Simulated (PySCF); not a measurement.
Choosing a basis for TDDFT

CO.
Structure used (PBE0-D3(BJ)/def2-SVP), in Å, numbered top down from 1:
```xyz
2
CO angstrom
C      0.587   -0.080    0.007
O     -0.538   -0.007   -0.029
```

TDDFT with PBE0 (PySCF), vertical singlets, core orbitals frozen in the response, spherical d and f functions. Geometry: PBE0-D3(BJ)/def2-SVP; no solvent, vibrations or thermal averaging.

```csv
basis,functions,diffuse,S1 (eV),S2 (eV),S3 (eV),S4 (eV),S5 (eV),LUMO (eV),α (au)
6-31G*,28,no,8.62,8.62,9.89,10.35,10.35,-0.18,9.5
def2-SVP,28,no,8.55,8.55,9.88,10.34,10.34,-0.49,9.9
6-31+G*,36,yes,8.48,8.48,9.81,10.24,10.24,-0.76,11.7
def2-SVPD,43,yes,8.48,8.48,9.86,10.29,10.29,-0.75,12.9
aug-cc-pVDZ,46,yes,8.45,8.45,9.79,10.22,10.22,-0.77,12.8
def2-TZVP,62,no,8.49,8.49,9.80,10.22,10.22,-0.67,11.9
def2-TZVPD,77,yes,8.47,8.47,9.80,10.21,10.21,-0.72,13.1
aug-cc-pVTZ,92,yes,8.44,8.44,9.79,10.19,10.19,-0.78,13.1
```

Problem. Compare the sets with the largest diffuse one.

Solution. States are compared by their number. Against the largest diffuse basis here (aug-cc-pVTZ, itself not a converged limit), sets without diffuse functions differ by up to 0.19 eV in S1 and 0.16 eV in S5; the smaller diffuse sets differ by up to 0.05 and 0.10 eV. State by state, the largest deviation of a set without diffuse functions is S1 0.19, S2 0.19, S3 0.11, S4 0.16, S5 0.16 eV. The same number needn't mean the same state in each row. Against aug-cc-pVTZ the polarisability deviates by -28% in 6-31G*, -24% in def2-SVP, -11% in 6-31+G*, -1% in def2-SVPD, -2% in aug-cc-pVDZ, -9% in def2-TZVP, 0% in def2-TZVPD.
